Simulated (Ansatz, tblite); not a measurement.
**The cluster Ag2Br: rung by rung**

One table from this session's results is given with a row withheld; the runs are named, their logs left out.

The runs use Ansatz 0.2.0, Gaussian basis; as each input shows.

Levels to be run: GFN1-xTB, GFN2-xTB, PBE-D4/def2-TZVP, r2SCAN-D4/def2-TZVP, revPBE-D4/def2-TZVP, B97M-V/def2-TZVP, BLYP-D4/def2-TZVP, BHLYP-D4/def2-TZVP, r2SCAN0-D4/def2-TZVP, PBE-D4/def2-SVP, PBE0-D4/def2-SVP, PBE0-D4/def2-TZVPD, PBE-D4/def2-TZVPD, r2SCAN-D4/def2-TZVPD, CCSD(T)/def2-SVP, MP2/def2-TZVP, RPA/def2-TZVP.

3 further runs of the same task are left out: 3 set aside as unsound or not needed. Runs told in other sessions of the task aren't counted.

## The relaxed structure

The geometry is that of the doublet, from an earlier relaxation (r2SCAN-D4/def2-TZVP). At that level it is the lowest of the isomers that a small search found.

3 atoms, charge 0, spin multiplicity 2.

Bond lengths: Ag1–Ag2 2.630 Å, Ag1–Br3 2.420 Å. Angles: Ag2–Ag1–Br3 122.9°.

Ag takes a core potential in the def2 sets. No spin-orbit coupling is included.

PBE0-D4/def2-TZVP was run before; its log isn't repeated, and its numbers join the tables.

Set-up of the first run:

Tight binding, by tblite at 300 K electronic temperature and without a spin-polarisation term:

```python
tblite.interface.Calculator('GFN1-xTB', numbers, positions, charge=0, uhf=1).singlepoint()
```

Tight binding, by tblite at 300 K electronic temperature and without a spin-polarisation term:

```python
tblite.interface.Calculator('GFN2-xTB', numbers, positions, charge=0, uhf=1).singlepoint()
```

start.molden holds the orbitals of an earlier run on this state, given as this run's starting guess.

The input, in.yaml:

```yaml
crystal:
  periodic: [false, false, false]
  atoms:
    - {symbol: Ag, position_ang: [0.803710, -0.071391, -0.011075]}
    - {symbol: Ag, position_ang: [-0.817631, -2.117877, -0.327299]}
    - {symbol: Br, position_ang: [0.013921, 2.189278, 0.338384]}
basis:
  gaussian: {orbitals: def2-TZVP, initial_orbitals: start.molden}
magnetization: {spin_polarized: true, initial_magnetization: 1}
hamiltonian: {xc: pbe, dispersion: d4}
scf: {omitted_lower_state_checks: [starts]}
output: {orbitals: {seedname: orbitals}}
```

On the command line:

```bash
> ansatz run in.yaml --threads 4 --pin off --events-out ev --progress --plain --max-ram 3916MiB
```

Steps of the session up to this table: PBE-D4/def2-TZVP; r2SCAN-D4/def2-TZVP; revPBE-D4/def2-TZVP; B97M-V/def2-TZVP; BLYP-D4/def2-TZVP; BHLYP-D4/def2-TZVP; r2SCAN0-D4/def2-TZVP; PBE-D4/def2-SVP; PBE0-D4/def2-SVP; PBE0-D4/def2-TZVPD; PBE-D4/def2-TZVPD; r2SCAN-D4/def2-TZVPD; CCSD(T)/def2-SVP; MP2/def2-TZVP; RPA/def2-TZVP.

One of the session's tables, all rows but one given; the rest of the session is left out.

It belongs to the step «Levels side by side». 

```
               level  HOMO (eV)  LUMO (eV)  gap (eV)
     PBE-D4/def2-SVP      -5.60      -5.14      0.47
    PBE-D4/def2-TZVP      -5.68      -5.21      0.47
   PBE-D4/def2-TZVPD      -5.71      -5.23      0.47
 revPBE-D4/def2-TZVP      -5.59      -5.07      0.52
   BLYP-D4/def2-TZVP      -5.57      -5.21      0.36
 r2SCAN-D4/def2-TZVP      -5.86      -5.01      0.85
r2SCAN-D4/def2-TZVPD      -5.87      -5.02      0.85
    B97M-V/def2-TZVP          ?          ?         ?
    PBE0-D4/def2-SVP      -6.39      -4.32      2.06
   PBE0-D4/def2-TZVP      -6.45      -4.37      2.08
  PBE0-D4/def2-TZVPD      -6.47      -4.39      2.08
r2SCAN0-D4/def2-TZVP      -6.62      -4.23      2.39
  BHLYP-D4/def2-TZVP      -7.09      -3.63      3.46
```

**Question.** Estimate the row for B97M-V/def2-TZVP.

**Answer.** HOMO (eV): -5.67; LUMO (eV): -5.16; gap (eV): 0.51. In the column «HOMO (eV)» it lies between PBE-D4/def2-TZVP (-5.68) and PBE-D4/def2-SVP (-5.60).
